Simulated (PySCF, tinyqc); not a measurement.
RKS/PBE in the sto-3g basis, for CH+, spin multiplicity 1, step by step. The lowest restricted solution is unstable here: a spin-polarised one lies 0.0034 hartree lower (PySCF). One step of it, computed by the program tinyqc.

Problem. Iteration 2: building the Kohn-Sham matrix. J_ij = sum D_kl (ij|kl); F = H + J + V_xc; E = tr D H + tr D J / 2 + E_xc + E_nn.

D after iteration 1, lower triangle:
```
            1C 1s     1C 2s    1C 2px    1C 2py    1C 2pz     2H 1s
1C 1s    2.022561
1C 2s   -0.127310  0.651469
1C 2px   0.000000  0.000000  1.221232
1C 2py   0.000000  0.000000  0.975221  0.778768
1C 2pz  -0.178725  0.610487  0.000000  0.000000  0.573850
2H 1s   -0.150992  0.506352  0.000000  0.000000  0.476046  0.394916
```

core Hamiltonian H = T + V (hartree), lower triangle:
```
             1C 1s      1C 2s     1C 2px     1C 2py     1C 2pz      2H 1s
1C 1s   -18.066973
1C 2s    -4.353957  -5.022567
1C 2px    0.000000   0.000000  -3.961390
1C 2py    0.000000   0.000000   0.000000  -3.961390
1C 2pz   -0.006700  -0.077574   0.000000   0.000000  -4.003468
2H 1s    -0.260246  -0.791562   0.000000   0.000000  -0.794880  -2.296100
```

Two-electron integrals (ij|kl) in chemists' order, unique and non-zero (hartree):
```
(11|11) 3.541948   (21|11) 0.576921   (21|21) 0.111888   (22|11) 0.854682
(22|21) 0.205284   (22|22) 0.624709   (31|31) 0.020296   (32|31) 0.030858
(32|32) 0.137996   (33|11) 0.852436   (33|21) 0.205335   (33|22) 0.624568
(33|33) 0.672833   (41|41) 0.020296   (42|41) 0.030858   (42|42) 0.137996
(43|43) 0.036269   (44|11) 0.852436   (44|21) 0.205335   (44|22) 0.624568
(44|33) 0.600295   (44|44) 0.672833   (51|51) 0.020296   (52|51) 0.030858
(52|52) 0.137996   (53|53) 0.036269   (54|54) 0.036269   (55|11) 0.852436
(55|21) 0.205335   (55|22) 0.624568   (55|33) 0.600295   (55|44) 0.600295
(55|55) 0.672833   (61|11) 0.034243   (61|21) 0.006603   (61|22) 0.012105
(61|33) 0.012074   (61|44) 0.012074   (61|51) 0.000381   (61|52) 0.000718
(61|55) 0.012172   (61|61) 0.000397   (62|11) 0.110560   (62|21) 0.027051
(62|22) 0.094785   (62|33) 0.092375   (62|44) 0.092375   (62|51) 0.002508
(62|52) 0.019753   (62|55) 0.099505   (62|61) 0.001663   (62|62) 0.022224
(63|31) 0.002327   (63|32) 0.013403   (63|53) 0.003558   (63|63) 0.002226
(64|41) 0.002327   (64|42) 0.013403   (64|54) 0.003558   (64|64) 0.002226
(65|11) 0.109397   (65|21) 0.027051   (65|22) 0.100309   (65|33) 0.095737
(65|44) 0.095737   (65|51) 0.004320   (65|52) 0.031459   (65|55) 0.109334
(65|61) 0.001711   (65|62) 0.027686   (65|65) 0.036082   (66|11) 0.304880
(66|21) 0.075694   (66|22) 0.302111   (66|33) 0.289992   (66|44) 0.289992
(66|51) 0.006591   (66|52) 0.073179   (66|55) 0.326009   (66|61) 0.004652
(66|62) 0.101757   (66|65) 0.139194   (66|66) 0.774606
```

nuclear repulsion = 1.83211960 hartree

V_xc (hartree), lower triangle:
```
            1C 1s      1C 2s     1C 2px     1C 2py     1C 2pz      2H 1s
1C 1s   -2.270630
1C 2s   -0.315626  -0.481147
1C 2px   0.000000   0.000000  -0.499136
1C 2py   0.000000   0.000000  -0.068558  -0.472881
1C 2pz  -0.006403  -0.082680   0.000000   0.000000  -0.458827
2H 1s   -0.019116  -0.082131   0.000000   0.000000  -0.093812  -0.370166
```

E_xc = sum of w rho eps_xc = -5.16107451 hartree

Give: Coulomb J; Kohn-Sham matrix F; total energy of this density.

Solution.

Coulomb J (hartree), lower triangle:
```
          1C 1s   1C 2s  1C 2px  1C 2py  1C 2pz   2H 1s
1C 1s   10.0939
1C 2s    1.8817  3.9980
1C 2px   0.0000  0.0000  4.0079
1C 2py   0.0000  0.0000  0.0707  3.9758
1C 2pz   0.0396  0.2361  0.0000  0.0000  3.9953
2H 1s    0.1124  0.6321  0.0000  0.0000  0.6877  2.1883
```

Kohn-Sham matrix F (hartree), lower triangle:
```
           1C 1s    1C 2s   1C 2px   1C 2py   1C 2pz    2H 1s
1C 1s   -10.2437
1C 2s    -2.7879  -1.5057
1C 2px    0.0000   0.0000  -0.4526
1C 2py    0.0000   0.0000   0.0022  -0.4584
1C 2pz    0.0265   0.0758   0.0000   0.0000  -0.4670
2H 1s    -0.1670  -0.2416   0.0000   0.0000  -0.2010  -0.4780
```

total energy of this density = -37.052085 hartree
